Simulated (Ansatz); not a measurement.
Ga3O2: from a trial structure to a relaxed crystal

All numbers below come from DFT PBE, scalar-relativistic, plane waves, PAW in Ansatz. Cutoff 420 eV, Γ-centred k mesh, Gaussian smearing, no spin polarisation in the final step.

The start puts Ga3O2 on the anti-A-type sesquioxide structure type (P-3m1, No. 164), with O in place of La, Ga in place of O, at a guessed volume.

```xyz
5
Lattice="3.6646 0.0000 0.0000 -1.8323 3.1737 0.0000 0.0000 0.0000 5.7016" Properties=species:S:1:pos:R:3 pbc="T T T"
Ga    0.0000    0.0000    0.0000
Ga    0.0000    2.1158    3.6775
Ga    1.8323    1.0579    2.0241
O     0.0000    2.1158    1.3969
O     1.8323    1.0579    4.3047
```

Steps on the 6×6×4 mesh (5 atoms). 12 of 28 steps are shown, and the free energy counts from the last. Trial steps that were taken back and renewals of the plane-wave basis can be among the rows.

| step | ΔF (meV/atom) | V (Å³/atom) | P (GPa) | largest force component (eV/Å) |
| --- | --- | --- | --- | --- |
| 1 | 794.7 | 13.26 | 14.24 | 1.074 |
| 3 | 574.8 | 16.30 | -5.73 | 1.339 |
| 6 | 204.9 | 14.29 | 0.73 | 1.165 |
| 8 | 137.9 | 14.05 | -1.44 | 0.421 |
| 11 | 129.5 | 13.58 | 0.01 | 0.008 |
| 13 | 86.1 | 13.60 | 1.55 | 0.072 |
| 16 | 43.4 | 13.47 | -0.11 | 0.247 |
| 18 | 41.8 | 13.49 | 0.29 | 0.033 |
| 21 | 12.7 | 13.74 | 1.01 | 0.026 |
| 23 | 8.6 | 14.37 | -1.33 | 0.084 |
| 26 | 1.4 | 14.46 | 0.27 | 0.011 |
| 28 | 0.0 | 14.67 | 0.16 | 0.023 |

A final relaxation ran on a 12×12×4 mesh. The relaxed crystal, P-3m1 (No. 164):

```
Ga O
1.0
     3.08820    0.00000    0.00000
    -1.54410    2.67446    0.00000
     0.00000    0.00000    9.03254
Ga O
3 2
Direct
  0.00000 0.00000 0.00000
  0.33333 0.66667 0.74749
  0.66667 0.33333 0.25251
  0.33333 0.66667 0.33538
  0.66667 0.33333 0.66462
```

- Volume per atom: 14.9 Å³
- Density: 5.4 g/cm³
- Energy over the elements: -1.01 eV/atom
- Gap on the 12×12×4 mesh: 0 eV (a metal)

The zero of energy is the elements' standard structures at the same level (O₂ as a molecule); no fitted shifts are applied.

The final run used a 12×12×4 mesh on its 5-atom cell and 0.10 eV smearing. The k mesh leaves about 4 meV/atom of noise in metals. No dispersion correction is applied, so the spacing between layers, chains or molecules is poorly fixed, and with it the volume and density.

A structure relaxed within its symmetry needn't be a true minimum.

Cost: 3 runs of about 3.3 core-minutes in all, on Arm Neoverse V1 (shared hosts).